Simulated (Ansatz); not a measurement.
Solid iodine, treated with LDA in Ansatz (plane waves, PAW).

Numerical settings: plane-wave cutoff 520 eV, 8×8×4 k mesh (along the axes of the cell as run), Fermi–Dirac smearing 0.01 eV, scalar-relativistic PAW data made under PBE.

Response to compression and expansion:

Shape and atoms are relaxed at each volume.

```tsv
V (Å³/atom)	P (GPa)	direct gap at Γ (eV)	smallest gap on the k mesh (eV)	c (Å)
35.344	0.74	1.164	0.630	9.488
36.080	0.34	1.140	0.661	9.513
36.816	0.00	1.118	0.687	9.536
37.553	-0.28	1.105	0.712	9.553
38.289	-0.51	1.082	0.725	9.578
```

The fundamental gap (0.68 eV at the equilibrium volume, with added k points) lies elsewhere than Γ–Γ.

Note: the bulk modulus comes from volumes at which shape and atoms were relaxed.

Spin–orbit coupling is not included; with these elements it can move the gap by several tenths of an eV or more.

Ansatz is a program for electronic structure.
